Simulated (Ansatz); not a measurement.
One stationary structure of Cu. Space group Fm-3m (No. 225), fcc (Cu type). These are r2SCAN (plane waves to 500 eV, PAW, scalar-relativistic; Ansatz, a first-principles code) values and carry that method's errors.

```cif
data_Cu4
_chemical_formula_sum 'Cu4'
_space_group_name_H-M_alt 'Fm-3m'
_space_group_IT_number 225
_space_group_name_Hall '-F 4 2 3'
_cell_length_a 3.57891
_cell_length_b 3.57891
_cell_length_c 3.57891
_cell_angle_alpha 90.000
_cell_angle_beta 90.000
_cell_angle_gamma 90.000
loop_
_atom_site_label
_atom_site_type_symbol
_atom_site_symmetry_multiplicity
_atom_site_Wyckoff_symbol
_atom_site_fract_x
_atom_site_fract_y
_atom_site_fract_z
_atom_site_occupancy
Cu1 Cu 4 a 0.00000 0.00000 0.00000 1
```
(The calculation used a cell of 1 atom; values per cell refer to that cell.)

For Cu, the volume per atom comes out as 11.46 Å³ and the band gap is no gap (metallic). The shortest distances is Cu–Cu 2.53 Å and the k-mesh is 22×22×22.

No spin polarisation in the result.

Measured for Cu: a 3.595 Å (static lattice; corrected from measurement; as listed in Gábor I. Csonka et al., Physical Review B (2009)). Computed minus measured — a: r2SCAN -0.4 %. The computed values are for a static lattice.

The run could not lose the symmetry of its start.

It was reached from a disturbed copy of a Pm-3m (No. 221) cell (AFLOW prototype A_cP1_221_a (A_h)), against which it lies -0.51 eV/atom.
